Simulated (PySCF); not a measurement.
# C3FN (Fluorocyanoacetylene): the cost of one run

Computed with PySCF 2.14.0, with density-fitted response routines of our own, on a single molecule, in the gas phase or a continuum. Atoms count from 0, in the outputs and in this text.

## (1) Starting geometry

5 atoms, charge 0, multiplicity 1; geometry from: GFN2-xTB. The atoms were then displaced at random by about 0.01 Å, so the start is not that level's minimum.

Bonds of the start (Å): N0–C1 1.12, C1–C2 1.35, C2–C3 1.26, C3–F4 1.24.

## (2) Optimising the geometry at PBE0-D3(BJ)/def2-TZVP

The job: settings as JSON, then the geometry in Å.

```
{"job": {"xc": "PBE0", "basis": "def2-TZVP", "d3": "d3bj", "grid": 2, "shake": 0.01, "kind": "geom"}, "charge": 0, "multiplicity": 1}
N     -2.406980     0.048860    -0.421070
C     -1.305160     0.035360    -0.219950
C      0.019710    -0.002420     0.019480
C      1.255790    -0.034200     0.244000
F      2.470210    -0.081580     0.468510
```

Command:

```bash
OMP_NUM_THREADS=1 python probes_run.py task.json out
```

One launch serves the whole session: the jobs run in the order shown.

Q: Estimate the wall time and peak memory of this first job on 1 thread of Arm Neoverse N1, shared host.

About 78 s, with a peak of 0.55 GiB.
